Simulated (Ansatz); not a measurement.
Input and output for `NBO`.

```yaml
crystal:
  periodic: [false, false, false]
  atoms:
    - {symbol: N, position_ang: [-0.949437, 0.171940, -0.442891]}
    - {symbol: B, position_ang: [0.292447, 0.160508, 0.197094]}
    - {symbol: O, position_ang: [1.025558, -0.998149, 0.192137]}
    - {symbol: H, position_ang: [-1.327555, -0.636170, -0.907405]}
    - {symbol: H, position_ang: [-1.534744, 0.985223, -0.476071]}
    - {symbol: H, position_ang: [0.696488, 1.155506, 0.737149]}
    - {symbol: H, position_ang: [1.858545, -0.906857, 0.654287]}
basis:
  gaussian: {orbitals: def2-mTZVPP, final_grid: {core_spheres: 8, valence_spheres: 7, degree: 23}}
hamiltonian: {xc: {name: CAM-B3LYP}, dispersion: d3bjatm}
output: {forces: true}
```

```sh
$ ansatz run in.yaml --threads 2 --pin off --events-out ev --progress --plain --max-ram 32768MiB --backend cpu
```

It prints (some lines left out):

```
Functional definition: CAM-B3LYP
711 factors; their error is unknown
248 factors; integrals over basis functions are off by at most 1.7e-5 eV
mean field evaluation 1: about -4273.9968 eV, gradient 6.5e1 eV
mean field evaluation 2: about -4271.2645 eV, gradient 7.6e1 eV
mean field evaluation 4: about -4281.0214 eV, gradient 3.0e0 eV
mean field evaluation 8: about -4281.0394 eV, gradient 1.9e-2 eV
mean field -4281.03938098 eV, -157.3252954583 hartree, gradient 2.5e-5 eV, S^2 0.000000; 0 other end points of the search recorded, 0 dependent functions left out
reference -4281.03947416 eV, -157.3252988826 hartree; 12, 12 occupied and 75, 75 virtual orbitals, 711 factors
Total energy: -4281.09459149 eV, -157.3273244073 hartree
Atom 0 at    -0.949437     0.171940    -0.442891 Å, force     0.094631    -0.012833     0.044820 eV/Å
Atom 1 at     0.292447     0.160508     0.197094 Å, force    -0.025455     0.097463     0.019129 eV/Å
Atom 2 at     1.025558    -0.998149     0.192137 Å, force    -0.086839     0.081706    -0.017843 eV/Å
Atom 3 at    -1.327555    -0.636170    -0.907405 Å, force    -0.019606    -0.042515    -0.024298 eV/Å
Atom 4 at    -1.534744     0.985223    -0.476071 Å, force    -0.044246     0.049182    -0.006596 eV/Å
Atom 5 at     0.696488     1.155506     0.737149 Å, force    -0.027878    -0.131166    -0.058015 eV/Å
Atom 6 at     1.858545    -0.906857     0.654287 Å, force     0.109394    -0.041837     0.042803 eV/Å
Dipole moment:    -0.065195     0.121030     0.006427 e Å
```

Run time 1.5 s (2 threads of a server CPU on a shared host); peak host memory 0.36 GiB.
